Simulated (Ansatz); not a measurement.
A made-up structure of CH3SSi, doublet:

| atom | x (Å) | y (Å) | z (Å) |
| --- | --- | --- | --- |
| C1 | -0.5802 | 0.1718 | -0.8072 |
| Si2 | -0.9972 | -0.1206 | 0.9374 |
| S3 | 0.9276 | -0.3893 | 1.8492 |
| H4 | -1.2798 | -0.0705 | -1.6050 |
| H5 | 0.2308 | 0.8274 | -1.1225 |
| H6 | -0.1629 | -0.7483 | -1.1278 |

It is relaxed with PBE-D4/def2-SVP and then PBE0-D4/def2-TZVP (Ansatz 0.2.0). Atoms count as bonded within 1.22 times the sum of their covalent radii (H–H: 0.88 Å). The end point is not checked to be a true minimum.

Does its bonding change? (A judgement: the text doesn't fix the answer.)

The calculation gives: No: no bond forms or breaks.

Where it ends: The first stage lowers the energy by 1.10 eV in 6 steps. It ends as CH₃SSi ([CH3][Si][S]):
C1  (-0.523, 0.015, -0.960)
Si2  (-0.738, -0.118, 0.910)
S3  (0.773, -0.336, 2.128)
H4  (-1.474, 0.154, -1.474)
H5  (0.141, 0.858, -1.168)
H6  (-0.041, -0.902, -1.312)
(Å)

Labels in which every atom is bracketed show which atoms are joined, not bond orders.

For scale, one of the runs: PBE0-D4/def2-TZVP relaxation, 123 basis functions, launched by `ansatz run in.yaml --threads 2 --pin off --events-out ev --progress --plain --max-ram 4352MiB`. Hardware: 2 CPU threads of an Arm Neoverse V2, shared host. Wall time about 17 s.
